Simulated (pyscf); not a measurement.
A first-order saddle from PySCF, ωB97X-D3(BJ)/def2-SVP:

```
O
Si 1 1.6629
H 2 1.4901 1 108.76
H 2 1.4931 3 108.52 1 120.85
H 2 1.4955 3 109.26 4 118.73
As 1 1.8237 2 128.56 3 -152.38
H 6 1.5236 1 94.43 2 44.47
O 6 2.0565 7 91.97 1 85.82
H 8 0.9709 6 111.17 7 -171.37
H 8 1.1299 9 111.90 6 81.05
H 10 1.1394 8 141.51 9 -111.18
```
Charge 0, spin multiplicity 1.

Surface: singlet, charge 0. Lowest wavenumbers (cm⁻¹): 1280i, 89, 142, 171, 289.

**Question.** Name the species on either side of this saddle.

**Answer.** H₃Si–O–AsH₂ (SMILES [SiH3]O[AsH2]) + H₂O (SMILES O) <-> HO–AsH–O–SiH₃ (SMILES O[AsH]O[SiH3]) + H₂ (SMILES [H][H]), a four-centre exchange read from left to right: As–H, H–O broken and As–O, H–H formed. At ωB97M-D3(BJ)/def2-TZVP it lies +47.1 kcal/mol from the left side and +46.5 kcal/mol from the right (each side as separated species at their lowest minima found). H₃Si–O–AsH₂ lies 10.7 kcal/mol over its isomer HO–SiH₂–AsH₂, and others may lie lower still (electronic energy, ωB97M-D3(BJ)). This is the saddle that the search found; another between the same sides may lie lower. Elements up to Kr have no core potential and no relativistic terms here.
